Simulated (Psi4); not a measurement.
# One shape, several levels: singlet [CF3]+

We compute a comparison of 3 runs (BLYP/def2-SVPD, r2SCAN/def2-SVPD, revPBE/def2-SVPD) of singlet [CF3]+. 

The results are computed with Psi4 1.11.

## 1. The system as given

The species is [CF3]+ (4 atoms), meant as a singlet with charge +1. As SMILES of the parent species, `F[C](F)F`. The coordinates come from a PBE0-D4/def2-TZVP relaxation. That shape belongs to the parent species and isn't relaxed for this state.

Bond lengths: F1–C2 1.313 Å, C2–F3 1.313 Å, C2–F4 1.313 Å. Angles: F1–C2–F3 111.4°, F1–C2–F4 111.4°, F3–C2–F4 111.4°.

## 2. Energy and gradient at BLYP/def2-SVPD (run 1)

cf3.xyz reads:

```xyz
4
CF3
F     -1.227500     0.024900     0.265400
C     -0.039500    -0.059500    -0.286700
F      0.658900    -1.044900     0.227300
F      0.608100     1.079500    -0.205900
```

cf3_ase.py reads:

```python
import numpy as np
from ase.calculators.psi4 import Psi4
from ase.io import read

mol = read('cf3.xyz')
calc = Psi4(atoms=mol, method='blyp', basis='def2-SVPD', memory='1600MB', num_threads=1, charge=1, multiplicity=1, label='psi4-calc', reference='rks')
calc.psi4.set_options({'puream': True, 'e_convergence': 1e-09, 'd_convergence': 1e-08, 'scf_type': 'pk', 'dft_radial_points': 99, 'dft_spherical_points': 590})
mol.calc = calc

forces = mol.get_forces()
print(f'energy: {mol.get_potential_energy():.6f} eV')
print('forces / eV A^-1')
print(np.round(forces, 5))
```

The run is started by

```
$ python cf3_ase.py
```

psi4-calc.dat:

```text
[...]
  Running in c1 symmetry.
[...]
  Nuclear repulsion =  124.596026532847389
[...]
  Multiplicity = 1
[...]
  Nalpha       = 16
  Nbeta        = 16
[...]
    Number of basis functions: 89
[...]
   @RKS iter   1:  -336.81935305119958    4.27746e-01   5.50418e-03 ADIIS/DIIS
[...]
   @RKS iter  11:  -336.90933478254709   -1.26192e-11   2.39363e-09 DIIS
[...]
    Orbital Energies [Eh]
    ---------------------
    Doubly Occupied:
       1A    -24.723581     2A    -24.723547     3A    -24.723483
       4A    -10.599848     5A     -1.568423     6A     -1.480078
       7A     -1.480014     8A     -0.969194     9A     -0.893302
      10A     -0.893278    11A     -0.853915    12A     -0.760930
      13A     -0.760916    14A     -0.730512    15A     -0.730483
      16A     -0.702582
[...]
  @RKS Final Energy:  -336.90933478254709
   => Energetics <=
    Nuclear Repulsion Energy =            124.5960265328473895
    One-Electron Energy =                -703.8194512310609525
    Two-Electron Energy =                 278.5219766246838731
    DFT Exchange-Correlation Energy =     -36.2078867090174512
    Empirical Dispersion Energy =           0.0000000000000000
    VV10 Nonlocal Energy =                  0.0000000000000000
    Total Energy =                       -336.9093347825470914
[...]
  -Total Gradient:
     Atom            X                  Y                   Z
    ------   -----------------  -----------------  -----------------
       1       -0.013744530803     0.011585055974     0.058195164119
       2       -0.022822369851    -0.034448439741    -0.165836378094
       3        0.018718060340    -0.006772759918     0.057519144607
       4        0.017829233322     0.029640589942     0.050104822305
[...]
```

The script printed:

```text
energy: -9167.769964 eV
forces / eV A^-1
[[ 0.70677 -0.59573 -2.99252]
 [ 1.17357  1.77141  8.52765]
 [-0.96252  0.34827 -2.95775]
 [-0.91682 -1.52418 -2.57649]]
```

It took 11 s on 1 thread of Intel Xeon 6975P-C (Granite Rapids), shared host; peak memory 0.9 GiB.

## 3. Energy and gradient at r2SCAN/def2-SVPD (run 2)

job.py reads:

```python
import psi4

psi4.set_memory('1600 MB')
psi4.set_num_threads(1)
psi4.core.set_output_file('psi4.out', False)

mol = psi4.geometry("""
1 1
F     -1.227500     0.024900     0.265400
C     -0.039500    -0.059500    -0.286700
F      0.658900    -1.044900     0.227300
F      0.608100     1.079500    -0.205900
symmetry c1
""")

psi4.set_options({
    'basis': 'def2-SVPD',
    'reference': 'rks',
    'puream': True,
    'e_convergence': 1e-09,
    'd_convergence': 1e-08,
    'scf_type': 'pk',
    'dft_radial_points': 99,
    'dft_spherical_points': 590,
})

result, w = psi4.gradient("r2scan", molecule=mol, return_wfn=True)
psi4.oeprop(w, "MULLIKEN_CHARGES", "LOWDIN_CHARGES", "DIPOLE", title="R2SCAN")
print('gradient / Eh bohr^-1')
print(result.np.round(6))
print(f'energy = {w.energy():.10f} Eh')
for k, v in sorted(psi4.core.scalar_variables().items()):
    print(f'{k:45s} {v:18.10f}')
```

The run is started by

```
$ python job.py
```

psi4.out:

```text
[...]
  Running in c1 symmetry.
[...]
  Nuclear repulsion =  124.596026532847389
[...]
  Multiplicity = 1
[...]
  Nalpha       = 16
  Nbeta        = 16
[...]
    Number of basis functions: 89
[...]
   @RKS iter   1:  -336.68999202101219    3.91819e-01   5.24657e-03 DIIS/ADIIS
[...]
   @RKS iter  11:  -336.77604041257450   -1.70530e-13   6.94412e-09 DIIS
[...]
    Orbital Energies [Eh]
    ---------------------
    Doubly Occupied:
       1A    -24.926720     2A    -24.926684     3A    -24.926625
       4A    -10.738647     5A     -1.639126     6A     -1.548525
       7A     -1.548459     8A     -1.007030     9A     -0.921583
      10A     -0.921557    11A     -0.879023    12A     -0.785378
      13A     -0.785363    14A     -0.754213    15A     -0.754183
      16A     -0.727374
[...]
  @RKS Final Energy:  -336.77604041257450
   => Energetics <=
    Nuclear Repulsion Energy =            124.5960265328473895
    One-Electron Energy =                -703.8698135647068739
    Two-Electron Energy =                 278.5840087971847652
    DFT Exchange-Correlation Energy =     -36.0862621778997976
    Empirical Dispersion Energy =           0.0000000000000000
    VV10 Nonlocal Energy =                  0.0000000000000000
    Total Energy =                       -336.7760404125745026
[...]
  -Total Gradient:
     Atom            X                  Y                   Z
    ------   -----------------  -----------------  -----------------
       1       -0.033055773811     0.013037849080     0.067561208804
       2       -0.025578979959    -0.038597342227    -0.185838364930
       3        0.030147786963    -0.022767090475     0.066263305019
       4        0.028444603497     0.048281027767     0.051787790317
[...]
```

Standard output:

```text
gradient / Eh bohr^-1
[[-0.033056  0.013038  0.067561]
 [-0.025579 -0.038597 -0.185838]
 [ 0.030148 -0.022767  0.066263]
 [ 0.028445  0.048281  0.051788]]
energy = -336.7760404126 Eh
CURRENT ENERGY                                   -336.7760404126
CURRENT REFERENCE ENERGY                         -336.7760404126
DD SOLVATION ENERGY                                 0.0000000000
DFT FUNCTIONAL TOTAL ENERGY                      -336.7760404126
DFT TOTAL ENERGY                                 -336.7760404126
DFT VV10 ENERGY                                     0.0000000000
DFT XC ENERGY                                     -36.0862621779
GRID ELECTRONS ALPHA                               15.9999999787
GRID ELECTRONS BETA                                15.9999999787
GRID ELECTRONS TOTAL                               31.9999999573
NUCLEAR REPULSION ENERGY                          124.5960265328
ONE-ELECTRON ENERGY                              -703.8698135647
PCM POLARIZATION ENERGY                             0.0000000000
PE ENERGY                                           0.0000000000
SCF ITERATION ENERGY                             -336.7760404126
SCF ITERATIONS                                     11.0000000000
SCF TOTAL ENERGY                                 -336.7760404126
TWO-ELECTRON ENERGY                               278.5840087972
XC GRID RADIAL POINTS                              99.0000000000
XC GRID SPHERICAL POINTS                          590.0000000000
XC GRID TOTAL POINTS                           228070.0000000000
```

Wall time 21 s (1 thread of Intel Xeon 6975P-C (Granite Rapids), shared host); peak memory 0.8 GiB.

## 4. Energy and gradient at revPBE/def2-SVPD (run 3)

cf3.xyz is that of step 2.

cf3.py reads:

```python
import psi4

psi4.set_memory(1600000000)
psi4.set_num_threads(1)
psi4.core.set_output_file('cf3.out', False)

with open('cf3.xyz') as f:
    atoms = ''.join(f.readlines()[2:])
geom = psi4.geometry('1 1\n' + atoms + 'symmetry c1')

options = {'basis': 'def2-SVPD', 'puream': True, 'e_convergence': 1e-09, 'd_convergence': 1e-08, 'scf_type': 'pk', 'dft_radial_points': 99, 'dft_spherical_points': 590}
psi4.set_options(options)

E, wfn = psi4.gradient('revpbe', molecule=geom, return_wfn=True)
psi4.oeprop(wfn, 'MAYER_INDICES', 'LOWDIN_CHARGES', 'DIPOLE')
print('gradient / Eh bohr^-1')
print(E.np.round(6))
print(f'energy = {wfn.energy():.10f} Eh')
for k, v in sorted(psi4.core.scalar_variables().items()):
    print(f'{k:45s} {v:18.10f}')
```

The run is started by

```
$ python cf3.py
```

cf3.out:

```text
[...]
  Running in c1 symmetry.
[...]
  Nuclear repulsion =  124.596026532847389
[...]
  Multiplicity = 1
[...]
  Nalpha       = 16
  Nbeta        = 16
[...]
    Number of basis functions: 89
[...]
   @RKS iter   1:  -336.75730689460642    4.07859e-01   4.95690e-03 DIIS/ADIIS
[...]
   @RKS iter  11:  -336.83266722087956   -7.16227e-12   1.53233e-09 DIIS
[...]
    Orbital Energies [Eh]
    ---------------------
    Doubly Occupied:
       1A    -24.702432     2A    -24.702397     3A    -24.702337
       4A    -10.576976     5A     -1.575593     6A     -1.486749
       7A     -1.486685     8A     -0.973986     9A     -0.895041
      10A     -0.895016    11A     -0.854391    12A     -0.760564
      13A     -0.760550    14A     -0.729797    15A     -0.729768
      16A     -0.701682
[...]
  @RKS Final Energy:  -336.83266722087956
   => Energetics <=
    Nuclear Repulsion Energy =            124.5960265328473895
    One-Electron Energy =                -703.8032393347991729
    Two-Electron Energy =                 278.4983849000258829
    DFT Exchange-Correlation Energy =     -36.1238393189536708
    Empirical Dispersion Energy =           0.0000000000000000
    VV10 Nonlocal Energy =                  0.0000000000000000
    Total Energy =                       -336.8326672208795571
[...]
  -Total Gradient:
     Atom            X                  Y                   Z
    ------   -----------------  -----------------  -----------------
       1       -0.015484781830     0.011787597106     0.059390322716
       2       -0.023209394751    -0.035034689432    -0.168654388640
       3        0.019819446585    -0.008179410742     0.058656016048
       4        0.018853722594     0.031430372686     0.050590157845
[...]
```

On the terminal:

```text
gradient / Eh bohr^-1
[[-0.015485  0.011788  0.05939 ]
 [-0.023209 -0.035035 -0.168654]
 [ 0.019819 -0.008179  0.058656]
 [ 0.018854  0.03143   0.05059 ]]
energy = -336.8326672209 Eh
CURRENT ENERGY                                   -336.8326672209
CURRENT REFERENCE ENERGY                         -336.8326672209
DD SOLVATION ENERGY                                 0.0000000000
DFT FUNCTIONAL TOTAL ENERGY                      -336.8326672209
DFT TOTAL ENERGY                                 -336.8326672209
DFT VV10 ENERGY                                     0.0000000000
DFT XC ENERGY                                     -36.1238393190
GRID ELECTRONS ALPHA                               15.9999999782
GRID ELECTRONS BETA                                15.9999999782
GRID ELECTRONS TOTAL                               31.9999999564
NUCLEAR REPULSION ENERGY                          124.5960265328
ONE-ELECTRON ENERGY                              -703.8032393348
PCM POLARIZATION ENERGY                             0.0000000000
PE ENERGY                                           0.0000000000
SCF ITERATION ENERGY                             -336.8326672209
SCF ITERATIONS                                     11.0000000000
SCF TOTAL ENERGY                                 -336.8326672209
TWO-ELECTRON ENERGY                               278.4983849000
XC GRID RADIAL POINTS                              99.0000000000
XC GRID SPHERICAL POINTS                          590.0000000000
XC GRID TOTAL POINTS                           228070.0000000000
```

Wall time 12 s (1 thread of Intel Xeon 6975P-C (Granite Rapids), shared host); peak memory 0.89 GiB.

## 5. All runs side by side

```
run             level  energy (Eh)  HOMO energy (eV)  LUMO energy (eV)  HOMO–LUMO gap (eV)  wall time
  1    BLYP/def2-SVPD  -336.909335            -19.12            -15.13                3.99       11 s
  2  r2SCAN/def2-SVPD  -336.776040            -19.79            -15.11                4.68       21 s
  3  revPBE/def2-SVPD  -336.832667            -19.09            -15.07                4.03       12 s
```

## 6. Results

```
                       quantity          value
            run 3: total energy  -336.83267 Eh
             run 3: HOMO energy      -19.09 eV
             run 3: LUMO energy      -15.07 eV
           run 3: HOMO–LUMO gap        4.03 eV
run 3: largest force on an atom     8.938 eV/Å
```

In words: The HOMO–LUMO gap runs from 3.99 eV (BLYP/def2-SVPD) to 4.68 eV (r2SCAN/def2-SVPD). Totals of different functionals can't be ranked against each other. All runs together took 43 s, the longest 21 s.
